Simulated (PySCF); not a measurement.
Working out the ionisation energy of N

N [He] 2s2 2p3 (4S) → N⁺ [He] 2s2 2p2 (3P). All numbers are calculated (PySCF 2.14, no relativity, point nucleus, in aug-cc-pwCVTZ (7s6p4d2f, 59 functions)). Frozen: nothing. Energies in hartree (1 hartree = 27.21139 eV):

```
            part   N (lower)  N⁺ (upper)
             UHF  -54.401212  -53.890627
CCSD correlation   -0.165292   -0.143922
             (T)   -0.002948   -0.002033
```

Q: What does Hartree-Fock give?

A: (-53.890627) − (-54.401212) = 0.510585 hartree = 13.894 eV.

Q: What do CCSD and CCSD(T) give?

A: The CCSD correlation energies differ by 0.021370 hartree = 0.582 eV and the triples by 0.000915 hartree = 0.025 eV, so CCSD gives 14.476 eV and CCSD(T) 14.501 eV.

Measured between the centres of the two terms (NIST): 14.545 eV, so CCSD(T) (valence and next inner shell) is off by -0.044 eV.

What remains against the reference includes basis incompleteness and higher excitations.
